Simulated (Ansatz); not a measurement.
# C2H4 (ethylene): entropy by statistical mechanics

A singlet with charge 0, relaxed at HF/cc-pVTZ (Ansatz 0.2.0):

```xyz
6

C    -0.0868   -0.6356   -0.1418
C     0.0868    0.6356    0.1418
H     0.0315   -1.4008    0.6029
H    -0.3543   -0.9613   -1.1301
H    -0.0315    1.4008   -0.6029
H     0.3543    0.9613    1.1301
```

Harmonic wavenumbers in cm⁻¹: 890, 1085, 1105, 1143, 1343, 1474, 1588, 1819, 3267, 3289, 3339, 3368.

Masses in u: C 12.011, H 1.008. Take T = 298.15 K, p = 1 bar, R = 8.3145 J/(mol K), kT/hc = 207.22 cm⁻¹, rigid rotor and harmonic oscillator.

Work out S° at 298 K.


1. Translation (Sackur–Tetrode): S = R[3/2 ln M + 5/2 ln T − 1.1517] with M = 28.054 gives 150.4 J/(mol K).
2. Rotation: principal moments 3.372, 16.378, 19.750 u Å² give A, B, C = 4.9992, 1.0293, 0.8536 cm⁻¹; the symmetry number is σ = 4; q = (√π/σ)√((kT/hc)³/ABC) = 631; S = R(ln q + 3/2) = 66.1.
3. Vibration: with u = ν̃/207.22, each mode gives R[u/(eᵘ − 1) − ln(1 − e⁻ᵘ)]; the sum is 1.6, most from 890 cm⁻¹ (0.6), 1085 cm⁻¹ (0.3), 1105 cm⁻¹ (0.3).
4. Spin: R ln 1 = 0.0.
5. Sum: 150.4 + 66.1 + 1.6 + 0.0 = 218.1 J/(mol K).

The tabulated value is 219.3 J/(mol K) (CRC Handbook of Chemistry and Physics): the model is off by -1.2.
